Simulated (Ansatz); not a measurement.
Reaction (SMILES): [C](F)Cl (closed-shell singlet) + 3 [H][H] (H2) → C (CH4) + Cl (HCl) + F (HF)
B3LYP-D3(BJ)/def2-TZVP geometries, fixed; electronic energies without zero-point terms.

Basis-set convergence of the energy of full hydrogenation at PBE0 with Ansatz (a first-principles code). Cartesian d functions, on some or all atoms, in 6-31G*, 6-31+G*, 6-311G**, 6-311+G**; all else is spherical. The program fits the integrals of some runs and decomposes those of others, by size. No added dispersion term, no relativity. Functions are those of the species that has most. Reference: the value in pcseg-4, -129.88 kcal/mol, itself unsure by roughly 0.09 kcal/mol (its mean distance from aug-pcseg-3, aug-cc-pV(Q+d)Z, cc-pV(5+d)Z). Deviations are taken from unrounded values.

| basis | functions | energy of full hydrogenation (kcal/mol) |
|---|---|---|
| def2-SVP | 46 | -127.72 |
| def2-SVPD | 70 | -138.48 |
| pcseg-1 | 46 | -129.42 |
| aug-pcseg-1 | 73 | -131.08 |
| 6-31G* | 49 | -117.80 |
| 6-31+G* | 61 | -125.19 |
| cc-pV(D+d)Z | 51 | -125.20 |
| aug-cc-pV(D+d)Z | 78 | -133.64 |
| 6-311G** | 63 | -129.40 |
| 6-311+G** | 75 | -132.39 |
| pcseg-2 | 94 | -130.14 |
| aug-pcseg-2 | 142 | -130.35 |
| cc-pV(T+d)Z | 99 | -127.86 |
| aug-cc-pV(T+d)Z | 147 | -130.05 |
| def2-TZVP | 99 | -126.68 |
| def2-TZVPD | 123 | -128.74 |
| def2-TZVPP | 104 | -129.00 |
| def2-TZVPPD | 128 | -130.41 |
| cc-pV(Q+d)Z | 175 | -129.06 |
| aug-cc-pV(Q+d)Z | 264 | -129.90 |
| def2-QZVPP | 184 | -129.72 |
| def2-QZVPPD | 208 | -129.95 |
| pcseg-3 | 192 | -130.03 |
| aug-pcseg-3 | 281 | -129.96 |

What the diffuse functions change, pair by pair:
- def2-SVP to def2-SVPD: 24 more functions, deviation 2.17 to -8.59 kcal/mol
- pcseg-1 to aug-pcseg-1: 27 more functions, deviation 0.47 to -1.20 kcal/mol
- 6-31G* to 6-31+G*: 12 more functions, deviation 12.08 to 4.70 kcal/mol
- cc-pV(D+d)Z to aug-cc-pV(D+d)Z: 27 more functions, deviation 4.68 to -3.75 kcal/mol
- 6-311G** to 6-311+G**: 12 more functions, deviation 0.49 to -2.51 kcal/mol
- pcseg-2 to aug-pcseg-2: 48 more functions, deviation -0.26 to -0.46 kcal/mol
- cc-pV(T+d)Z to aug-cc-pV(T+d)Z: 48 more functions, deviation 2.02 to -0.16 kcal/mol
- def2-TZVP to def2-TZVPD: 24 more functions, deviation 3.21 to 1.14 kcal/mol
- def2-TZVPP to def2-TZVPPD: 24 more functions, deviation 0.88 to -0.52 kcal/mol
- cc-pV(Q+d)Z to aug-cc-pV(Q+d)Z: 89 more functions, deviation 0.82 to -0.02 kcal/mol
- def2-QZVPP to def2-QZVPPD: 24 more functions, deviation 0.17 to -0.06 kcal/mol
- pcseg-3 to aug-pcseg-3: 89 more functions, deviation -0.14 to -0.07 kcal/mol

They bring the value nearer the reference by more than 0.09 kcal/mol in 7 of 12 pairs.
